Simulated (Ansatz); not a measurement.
Chalcopyrite CdGeAs₂, treated with r²SCAN-D4 (Ansatz, an electronic-structure program, PAW).

Numerical settings: plane-wave cutoff 560 eV, 8×8×8 k mesh, Fermi–Dirac smearing 0.01 eV, scalar-relativistic PAW data made under PBE.

Computed points:

```
V (Å³/atom)  E − E_lowest (meV/atom)  P (GPa)
-----------  -----------------------  -------
23.969                          8.55    2.848
24.469                          2.06    1.346
24.968                          0.00    0.002
25.467                          1.89   -1.195
25.967                          7.30   -2.254
```

Estimate the bulk modulus from the pressures at 24.469 and 25.467 Å³/atom, and compare it with a fit to all energies.

B = −V dP/dV. Between V = 24.469 and 25.467 Å³/atom, dP/dV = (-1.195 − (1.346))/(25.467 − 24.469) = -2.55 GPa per Å³/atom; at the midpoint 24.968 Å³/atom this gives B ≈ 63.6 GPa. The third-order Birch–Murnaghan fit gives V0 = 24.969 Å³/atom, B0 = 63.3 GPa, B′ = 4.8, which lies within 1 % of that estimate.

Shape and atoms are relaxed at each volume.

Measured, for comparison: bulk modulus 69.9 GPa (temperature not stated, not corrected to a static lattice; as tabulated in Toher et al. (2017), arXiv:1611.05714). Computed (rounded) less measured: bulk modulus -9 %.

Note: the bulk modulus comes from volumes at which shape and atoms were relaxed.

The computed numbers hold no vibrational or temperature effects.
